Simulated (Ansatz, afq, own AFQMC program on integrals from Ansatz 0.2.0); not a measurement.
## As⁺, triplet: AFQMC among the cluster methods

A free As cation.

Basis cc-pVQZ. Only valence electrons are correlated. Integrals, coupled cluster, full CI and functionals: Ansatz 0.2.0; the random walks run on the same integrals in our own AFQMC program. ph-AFQMC/CISD is guided by a CISD state made of CCSD amplitudes; releasing the constraint for a short imaginary time cuts its bias at the price of noise, slowly where states lie close. ± is one standard error of the sampling. No spin–orbit coupling.

Determinant: UHF, the one that the program's search chose, which needn't be the lowest solution.

No full CI on the walks' own integrals is used here; CCSDT(Q) serves as the reference and is uncertain by about the last step of the cluster series.

Cautions: no relativity below Rb; no spin-orbit coupling; inner d shell frozen.

- T1 diagnostic: 0.0080
- weight of the determinant in the CISD state: 0.952
- ⟨S²⟩ of the determinant: 2.010
- size of the correlated space: 4 electrons in 54 orbitals

Reference: CCSDT(Q), correlation energy -2.027 eV. The released energy is read at 1.50 1/Eh (meV from the phaseless value at times in 1/Eh: -1.0 ± 0.6 at 0.24, -2.0 ± 0.6 at 0.50, -2.6 ± 0.5 at 1.00, -3.4 ± 0.5 at 1.50).

| level | E − E(reference) (meV) | share of correlation (%) |
| --- | --- | --- |
| HF | 2027.1 | 0.00 |
| MP2 | 454.7 | 77.57 |
| CCSD | 64.5 | 96.82 |
| CCSD(T) | 12.6 | 99.38 |
| CCSDT | 1.0 | 99.95 |
| ph-AFQMC/HF | 48.4 ± 12.6 | 97.61 |
| ph-AFQMC/CISD | 3.5 ± 0.8 | 99.83 |
| released AFQMC | 0.1 ± 0.5 | 100.00 |

A walk keeps the symmetry of its determinant, which the program's search chose and which needn't be the lowest solution, so a lower state of the same spin and another symmetry isn't excluded. Released energies are given only where the last usable release times agree within the noise; a slower fall can still hide under it.
